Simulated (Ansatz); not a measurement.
Input file:

```yaml
crystal:
  periodic: [false, false, false]
  atoms:
    - {symbol: N, position_ang: [0.000000, 0.000000, 0.000000]}
    - {symbol: S, position_ang: [0.000000, 0.000000, 1.553400]}
basis:
  gaussian: {orbitals: aug-cc-pVDZ}
magnetization: {spin_polarized: true, initial_magnetization: 1}
hamiltonian: {xc: {name: PBE}}
output: {orbitals: {seedname: orbitals}}
```

```sh
$ ansatz run in.yaml --threads 1 --pin off --events-out ev --progress --plain --max-ram 2393MiB
```

The program prints:

```
560 factors; their error is unknown
mean field evaluation 1: about -12305.5478 eV, gradient 5.1e1 eV
mean field evaluation 2: about -12203.1985 eV, gradient 1.1e2 eV
mean field evaluation 4: about -12317.0844 eV, gradient 4.5e0 eV
mean field evaluation 8: about -12317.2181 eV, gradient 3.0e-2 eV
mean field evaluation 16: about -12317.1152 eV, gradient 3.6e0 eV
mean field -12317.20758943 eV, -452.6490300083 hartree, gradient 5.5e-5 eV, S^2 0.753863; 3 other end points of the search recorded, 0 dependent functions left out
reference -12317.20763586 eV, -452.6490317146 hartree; 12, 11 occupied and 38, 39 virtual orbitals, 560 factors
Total energy: -12317.20763586 eV, -452.6490317146 hartree
```

Ran on 1 thread of Arm Neoverse N1, shared host: 1.9 s wall, 0.09 GiB peak host memory.
